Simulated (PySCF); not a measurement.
**SiHCl: one-bond stretch**

Method: PBE0 in PySCF with Si def2-TZVP, H def2-TZVP, Cl def2-TZVP; no relativity; density-fitted integrals.

Rigid scan from the singlet minimum (Si–Cl 2.077 Å, Si–H 1.529 Å; Cl–Si–H 94.7°). Coordinate: the bond from Si to the last atom (Cl) scaled, the rest fixed. Energies in kJ/mol from the minimum.

```
scale of one bond  E (kJ/mol)  dipole size (D)
             0.92        28.1             0.21
             0.96         6.1             0.50
             1.00         0.0             0.97
             1.05         7.2             1.59
             1.12        34.2             2.45
             1.20        76.7             3.41
             1.35       164.2             5.06
             1.55       267.4                –
             1.80       361.1                –
             2.20       446.0                –
```

At long bonds a restricted determinant can lie too high, and another spin state can fall below this curve.

Other isomers or separated fragments may lie lower.
